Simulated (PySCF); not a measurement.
P: ionisation energy

P [Ne] 3s2 3p3 (4S) → P+ [Ne] 3s2 3p2 (3P), as a difference of total energies. Computed with PySCF 2.14 in x2c-QZVPPall with one added diffuse shell each of s, p, d, f type (10s7p5d3f1g, 86 functions), with scalar relativity by spin-free X2C-1e. Correlated levels: valence: [Ne] frozen; valence and next inner shell: 1s2 frozen. The calculations carry no spin-orbit coupling.

Question: Order these methods by the ionisation energy they give, lowest first.
A. UHF
B. LDA
C. PBE0
D. SCS-MP2 (valence and next inner shell)

Answer: A (9.893 eV), D (10.331 eV), C (10.516 eV), B (10.565 eV).

A first-order spin-orbit estimate (lowest level to lowest level, LS coupling) adds -0.035 eV.

Errors of the correlated levels include the incompleteness of this basis and the frozen core.

For comparison: 10.487 eV (measured; NIST Atomic Spectra Database, ionization energies).
